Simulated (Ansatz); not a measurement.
Born–Oppenheimer molecular dynamics of CH₄AlO (7 atoms, charge 0, multiplicity 2). It starts at the highest image of a converged band. Of that band: Beside the main top the profile has a ripple of under 15 meV (maxima at images 3, 7), which may be a very shallow well or noise. A vibrational analysis at the climbing image gives one clearly imaginary mode, 1137i cm⁻¹: a first-order saddle point.

All numbers below come from Ansatz 0.2.0, UKS PBE/def2-SVPD.

```
ensemble                      : NVE (velocity Verlet)
time step                     : 0.5 fs
steps asked                   : 200
starting velocities drawn for : 300 K
seed                          : 10784
```

Frames 5 fs apart, positions in Å, forces in eV/Å.

Velocities at 0.0 fs (Å/ps):

```
C -3.17 5.09 -1.25
O 2.48 -0.37 1.14
Al -1.01 0.25 0.85
H 3.70 8.26 -3.15
H 12.59 -35.40 -8.92
H 10.60 -34.37 0.98
H -1.43 -0.01 -14.73
```

```xyz
7
Properties=species:S:1:pos:R:3:forces:R:3 time_fs=0.0 energy_less_start_eV=0.000 T=300
C -0.502 0.595 0.062 0.00 0.00 0.00
O 0.056 -0.709 -0.128 0.00 0.00 0.00
Al 1.565 -1.572 -1.005 0.00 0.00 0.00
H -0.653 1.073 -0.927 0.00 0.00 0.00
H 0.182 1.229 0.663 0.00 0.00 0.00
H -1.476 0.514 0.582 0.00 0.00 0.00
H 0.889 -1.199 0.708 0.00 0.00 0.00
7
Properties=species:S:1:pos:R:3:forces:R:3 time_fs=5.0 energy_less_start_eV=0.148 T=72
C -0.516 0.614 0.053 0.77 -1.18 0.49
O 0.068 -0.712 -0.124 -0.05 -0.27 -0.59
Al 1.561 -1.571 -1.001 0.27 -0.17 -0.45
H -0.642 1.108 -0.930 -0.15 -0.07 0.09
H 0.260 1.116 0.660 -0.51 0.69 0.16
H -1.449 0.379 0.596 -0.14 0.81 -0.05
H 0.874 -1.191 0.650 -0.19 0.18 0.35
7
Properties=species:S:1:pos:R:3:forces:R:3 time_fs=10.0 energy_less_start_eV=0.061 T=206
C -0.517 0.611 0.053 0.78 -0.73 0.80
O 0.080 -0.717 -0.128 -0.34 0.26 -0.03
Al 1.558 -1.571 -1.002 0.58 -0.34 -0.63
H -0.659 1.126 -0.916 -0.01 -0.19 0.00
H 0.230 1.151 0.687 -0.55 0.28 -0.18
H -1.457 0.414 0.600 -0.09 0.49 -0.11
H 0.813 -1.143 0.663 -0.37 0.23 0.14
7
Properties=species:S:1:pos:R:3:forces:R:3 time_fs=15.0 energy_less_start_eV=-0.044 T=369
C -0.505 0.594 0.066 -0.69 0.45 -0.09
O 0.086 -0.719 -0.130 -0.69 0.97 1.39
Al 1.561 -1.575 -1.008 1.03 -0.57 -0.87
H -0.677 1.098 -0.904 0.22 -0.27 -0.15
H 0.101 1.263 0.693 0.58 -0.11 0.04
H -1.487 0.553 0.580 0.00 -0.50 -0.08
H 0.664 -1.042 0.702 -0.45 0.03 -0.23
7
Properties=species:S:1:pos:R:3:forces:R:3 time_fs=20.0 energy_less_start_eV=-0.060 T=393
C -0.504 0.587 0.079 -0.88 1.75 -0.53
O 0.081 -0.706 -0.116 -0.99 1.01 1.06
Al 1.573 -1.583 -1.021 1.03 -0.55 -0.88
H -0.650 1.017 -0.926 0.13 0.09 -0.14
H 0.077 1.334 0.689 0.29 -0.79 -0.35
H -1.516 0.589 0.542 0.11 -0.67 0.02
H 0.443 -0.959 0.750 0.30 -0.84 0.82
7
Properties=species:S:1:pos:R:3:forces:R:3 time_fs=25.0 energy_less_start_eV=-0.229 T=655
C -0.521 0.609 0.079 -0.56 0.21 -1.52
O 0.064 -0.682 -0.079 0.19 -0.84 2.42
Al 1.594 -1.597 -1.042 0.50 -0.24 -0.42
H -0.598 0.957 -0.971 -0.19 0.39 0.20
H 0.139 1.270 0.638 0.18 0.38 0.42
H -1.528 0.488 0.511 -0.05 0.26 0.17
H 0.251 -1.025 0.857 -0.07 -0.16 -1.27
7
Properties=species:S:1:pos:R:3:forces:R:3 time_fs=30.0 energy_less_start_eV=-0.254 T=694
C -0.546 0.638 0.056 0.72 -0.28 0.69
O 0.049 -0.666 -0.016 0.49 -0.80 -0.85
Al 1.619 -1.612 -1.067 0.09 -0.01 -0.15
H -0.584 0.981 -0.988 -0.23 0.22 -0.06
H 0.200 1.253 0.643 -1.08 0.14 -0.19
H -1.541 0.444 0.512 0.10 0.92 -0.04
H 0.050 -1.171 0.807 -0.11 -0.17 0.60
7
Properties=species:S:1:pos:R:3:forces:R:3 time_fs=35.0 energy_less_start_eV=-0.316 T=789
C -0.561 0.661 0.040 -0.12 -0.76 0.23
O 0.040 -0.665 0.042 0.19 -0.77 -0.19
Al 1.646 -1.628 -1.093 -0.14 0.08 0.08
H -0.619 1.047 -1.000 0.06 -0.36 0.16
H 0.077 1.299 0.639 0.37 0.70 0.37
H -1.550 0.587 0.509 -0.33 0.17 -0.08
H -0.159 -1.297 0.791 -0.02 0.94 -0.57
7
Properties=species:S:1:pos:R:3:forces:R:3 time_fs=40.0 energy_less_start_eV=-0.229 T=655
C -0.576 0.674 0.035 -0.15 0.66 1.41
O 0.035 -0.670 0.094 -0.41 0.98 -0.26
Al 1.671 -1.643 -1.119 -0.17 0.09 0.12
H -0.642 1.043 -0.997 0.29 -0.29 -0.30
H -0.019 1.442 0.666 0.14 -0.86 -0.63
H -1.605 0.767 0.479 0.30 -0.80 -0.30
H -0.407 -1.283 0.713 -0.01 0.22 -0.04
7
Properties=species:S:1:pos:R:3:forces:R:3 time_fs=45.0 energy_less_start_eV=-0.213 T=629
C -0.593 0.694 0.049 0.20 -0.57 -1.34
O 0.022 -0.662 0.143 -1.03 1.17 0.34
Al 1.695 -1.657 -1.144 -0.22 0.11 0.16
H -0.603 0.969 -1.033 0.15 -0.05 0.29
H -0.049 1.451 0.599 0.85 0.22 0.44
H -1.629 0.780 0.397 -0.36 -0.67 0.22
H -0.626 -1.211 0.627 0.40 -0.22 -0.10
7
Properties=species:S:1:pos:R:3:forces:R:3 time_fs=50.0 energy_less_start_eV=-0.162 T=551
C -0.605 0.707 0.045 0.79 -0.58 -0.23
O -0.004 -0.638 0.196 -1.25 0.04 0.52
Al 1.716 -1.671 -1.167 -0.26 0.15 0.19
H -0.531 0.893 -1.035 -0.19 0.48 -0.25
H 0.054 1.449 0.582 -0.76 -0.43 -0.09
H -1.684 0.653 0.349 0.64 0.40 0.10
H -0.771 -1.184 0.505 1.04 -0.06 -0.23
7
Properties=species:S:1:pos:R:3:forces:R:3 time_fs=55.0 energy_less_start_eV=-0.164 T=555
C -0.603 0.707 0.031 0.61 -1.19 -1.02
O -0.042 -0.610 0.254 1.07 0.18 -0.20
Al 1.736 -1.683 -1.188 -0.26 0.16 0.21
H -0.501 0.912 -1.062 -0.28 0.24 0.26
H 0.038 1.397 0.578 -0.17 0.56 0.43
H -1.646 0.607 0.335 -0.45 0.84 0.20
H -0.761 -1.224 0.378 -0.52 -0.78 0.11
```

Of the whole run (100 fs, mean temperature of the second half 408 K): The conserved energy stayed within 0.13 meV per atom of its start (net change 0.1 meV per atom), so the integration is sound. The system heated up, since it started high on the potential surface and ran downhill. A run of 0.1 ps of so small a system gives no equilibrium averages.

The run took 11 min on 2 threads of Arm Neoverse V1, on a shared host, peak memory 0.21 GiB.
